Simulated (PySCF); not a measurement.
## Working out the ionisation energy of C

C [He] 2s2 2p2 (3P) → C⁺ [He] 2s2 2p1 (2P). Computed with PySCF 2.14 in aug-cc-pVDZ-DK, with the spin-free X2C one-electron Hamiltonian (Gaussian nucleus). Frozen: 1s2. Energies in hartree (1 hartree = 27.21139 eV):

```csv
part,C (lower),C⁺ (upper)
UHF,-37.702689,-37.305352
CCSD correlation,-0.075844,-0.067234
(T),-0.001260,-0.000685
```

Question: What does Hartree-Fock give?

Answer: (-37.305352) − (-37.702689) = 0.397337 hartree = 10.812 eV.

Question: What do CCSD and CCSD(T) give?

Answer: The CCSD correlation energies differ by 0.008610 hartree = 0.234 eV and the triples by 0.000575 hartree = 0.016 eV, so CCSD gives 11.046 eV and CCSD(T) 11.062 eV.

Measured between the centres of the two terms (NIST): 11.262 eV, so CCSD(T) (valence) is off by -0.200 eV.

A double-zeta basis recovers only part of the correlation energy.

What remains against the reference includes basis incompleteness, the frozen core and higher excitations.
